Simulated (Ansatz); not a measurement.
Born–Oppenheimer molecular dynamics of C2H7Al (10 atoms, charge 0, multiplicity 1). It starts at the highest image of a converged band. Of that band: Neighbouring images differ by up to 3.1 eV, so the band resolves the path poorly. A vibrational analysis at the climbing image gives one clearly imaginary mode, 1284i cm⁻¹: a first-order saddle point.

These are results of Ansatz, RKS PBE0/6-31G*, not measurements.

```json
{"ensemble": "NVE (velocity Verlet)", "time step": "0.5 fs", "steps asked": "200", "starting velocities drawn for": "100 K", "seed": "2079"}
```

First frame:

```xyz
10
Properties=species:S:1:pos:R:3
Al 0.643 -0.132 -0.810
C 0.896 -0.054 1.428
H 0.128 -0.758 1.773
H 1.814 -0.214 2.000
H 0.566 0.983 1.583
H 1.942 -0.325 0.084
C -1.313 0.099 -0.697
H -1.749 -0.797 -0.236
H -1.559 0.951 -0.052
H -1.785 0.246 -1.672
```

Q: How far do the bonds stretch over the last three quarters of this one trajectory? (Pairs bonded in most of those frames.)

A: 
```tsv
bond	mean (Å)	spread (Å)	shortest	longest
Al1–C7	2.016	0.037	1.95	2.07
C2–H3	1.095	0.029	1.04	1.15
C2–H4	1.101	0.043	1.03	1.18
C2–H5	1.097	0.032	1.05	1.15
C2–H6	1.157	0.155	0.91	1.38
C7–H8	1.103	0.011	1.08	1.12
C7–H9	1.104	0.012	1.08	1.12
C7–H10	1.106	0.024	1.06	1.15
```

Pairs bonded in part of these frames only: C2–H6 83 %.

Mean temperature of the second half: 1695 K. The conserved energy stayed within 1.6 meV per atom of its start (net change -0.62 meV per atom), so the integration is sound. The kinetic energy rose, since the run started high on the potential surface and went downhill. It ends in pieces (CH3Al + CH4), so much of that is their flight and rotation, not heat. A run of 0.1 ps of so small a system gives no equilibrium averages. The orbitals stay closed-shell, which can raise the energy where a bond breaks towards radicals; this wasn't checked here.

Time of the run: 7.5 min on 1 thread of Arm Neoverse V1, with other jobs on the host, peak memory 0.12 GiB.
